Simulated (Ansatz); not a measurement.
For hcp Sc, r²SCAN+rVV10 (Ansatz, a program for electronic structure, plane waves, PAW) gives:

- equilibrium lattice constant a: 3.319 Å
- c axis length: 5.174 Å

### Question
What does Hartree–Fock in Ansatz (plane waves, PAW) give for the same quantities?

### Answer

- lattice constant a: 3.488 Å (increases by 5.1 %)
- lattice parameter c: 5.534 Å (goes up by 7.0 %)

For comparison: lattice constant a 3.309 Å (measured, 293 K, no zero-point or thermal correction; as tabulated in Wikipedia's data pages); lattice parameter c 5.268 Å (measured, 293 K, no zero-point or thermal correction; as tabulated in Wikipedia's data pages).

Changes are worked out from the printed values.

Unless a cell is named, each level is at its own relaxed cell (r²SCAN+rVV10 24.69, Hartree–Fock 29.16 Å³/atom).

The crystal itself was run without spin with r²SCAN+rVV10, Hartree–Fock; a magnetic state was not tried in these runs.

Ansatz's density-functional and Hartree–Fock values are scalar-relativistic unless marked +SOC, with PAW data made under PBE.
